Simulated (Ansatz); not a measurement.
# SiH3 (doublet): from Hartree-Fock to the top rungs at distance H1–H2 along a hydrogen transfer = 1.201 Å, cc-pVTZ

The task here is to estimate one member of a computed series from the others.

Computed with Ansatz 0.2.0, Gaussian basis. Level: cc-pVTZ, core rule «outside noble gas», up to 5 orbitals frozen.

Plan: UHF; CCSD(T) on ROHF; CCSD(T) on UHF; BCCD(T) on ROHF; CISD; CCSDT(Q) on ROHF; CCSDT(Q) on UHF; CASSCF and NEVPT2, 7 electrons in 7 orbitals.

5 further runs of the same task are left out: 5 that didn't finish.

**What is computed**

The geometry derives from fragments relaxed apart (PBE0/def2-TZVP) and kept rigid, so it is no stationary point. A hydrogen atom is moved between rigid fragments.

4 atoms, charge 0, spin multiplicity 2.

Atoms are counted from 1 here; the program's logs count them from 0.

Bond lengths: H2–Si3 1.623 Å, Si3–H4 1.532 Å. Angles: H2–Si3–H4 105.0°.

The first run:

in.yaml

```yaml
crystal:
  periodic: [false, false, false]
  atoms:
    - {symbol: H, position_ang: [-2.692762, 0.047936, 0.000000]}
    - {symbol: H, position_ang: [-1.491762, 0.047936, 0.000000]}
    - {symbol: Si, position_ang: [0.131238, 0.047936, 0.000000]}
    - {symbol: H, position_ang: [0.527672, -1.431577, 0.000000]}
basis:
  gaussian: {orbitals: cc-pVTZ}
magnetization: {spin_polarized: true, initial_magnetization: 1}
hamiltonian: {xc: hf}
output: {orbitals: {seedname: orbitals}}
```

On the command line:

```
$ ansatz run in.yaml --threads 1 --pin off --events-out ev --progress --plain --max-ram 2393MiB
```

Among the steps run: UHF; CCSD(T) on ROHF; CCSD(T) on UHF; BCCD(T) on ROHF; CISD; CCSDT(Q) on ROHF; CCSDT(Q) on UHF; CASSCF and NEVPT2, 7 electrons in 7 orbitals.

One table of the session follows, with a row left open; its other results are not shown here.

```
        method  from RCCSDT(Q) (kcal/mol)
          ROHF                    +101.91
           UHF                     +93.55
          RMP2                     +24.42
          UMP2                     +27.42
          CISD                      +9.64
         RCCSD                      +3.83
         UCCSD                          ?
      RCCSD(T)                      +0.81
      UCCSD(T)                      +1.10
       BCCD(T)                      +0.79
        RCCSDT                      +0.13
     RCCSDT(Q)                          0
CASSCF valence                     +64.95
NEVPT2 valence                     +19.47
```

**Question.** Estimate the row for UCCSD.

As computed: from RCCSDT(Q) (kcal/mol): +4.15. In the column «from RCCSDT(Q) (kcal/mol)» it lies between RCCSD (+3.83) and CISD (+9.64).

Not comparable, so not listed: CCSDT(Q) on UHF (they don't share determinant, frozen orbitals or solution with the rows shown, or repeat one).

Caveats from the session: Restricted and unrestricted rows rest on different reference determinants; where their highest levels disagree by more than a few hundredths of an eV, they describe different states and don't form one ladder.
